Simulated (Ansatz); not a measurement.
We consider LaNbO4 (C2/c, No. 15), described by LDA (plane waves, PAW; Ansatz, a quantum-chemistry and plane-wave program).

Settings: plane-wave cutoff 520 eV, 8×8×8 k mesh, Fermi–Dirac smearing 0.01 eV, no spin polarisation, scalar-relativistic PAW data made under PBE.

Cell (relaxed at this level):

```
LaNbO4
1.0
    3.57888    -5.63324     0.02743
    3.57888     5.63324     0.02743
   -3.29126     0.00000     3.89689
La Nb O
2 2 8
Direct
  0.36855   0.63145   0.25000
  0.63145   0.36855   0.75000
  0.90188   0.09812   0.25000
  0.09812   0.90188   0.75000
  0.73752   0.79847   0.80201
  0.26248   0.20153   0.19799
  0.20153   0.26248   0.69799
  0.79847   0.73752   0.30201
  0.64516   0.05626   0.33805
  0.35484   0.94374   0.66195
  0.94374   0.35484   0.16195
  0.05626   0.64516   0.83805
```

Predict the band gap and Γ–Γ gap.


- band gap: 3.54 eV (on the SCF k mesh)
- Γ–Γ gap: 3.83 eV

Measured, for comparison: band gap 4.35 eV (temperature not stated, no zero-point or thermal correction, diffuse reflectance of powders, Elliott-model fit; as tabulated in Garg et al. (2023), arXiv:2401.13477).

Spin–orbit coupling is not included.

Static lattice: no zero-point or thermal effects.

The result took about 29 core-minutes (a rough figure).
